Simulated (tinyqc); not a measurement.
Coupled-perturbed Hartree-Fock on RHF in the sto-3g basis, for H2O, spin multiplicity 1, step by step. One step of it, computed by the program tinyqc.

Question. Response to a field: uncoupled start. Field along z; U_ai = -mu_ai / (e_a - e_i), alpha = -4 sum U_ai mu_ai.

orbital energies (hartree): MO1 -20.239071, MO2 -1.285768, MO3 -0.633844, MO4 -0.457982, MO5 -0.394036, MO6 0.638095, MO7 0.778718

dipole integrals <a|z|i> (bohr):
```
          i1         i2         i3         i4        i5
a6  0.043140  -0.126603   0.000000  -0.456560  0.000000
a7  0.000000   0.000000  -0.629018   0.000000  0.000000
```

Give: uncoupled U; uncoupled polarisability.

Answer.

uncoupled U:
```
         i1      i2      i3      i4      i5
a6  -0.0021  0.0658  0.0000  0.4165  0.0000
a7   0.0000  0.0000  0.4453  0.0000  0.0000
```

uncoupled polarisability = 1.9148 bohr^3
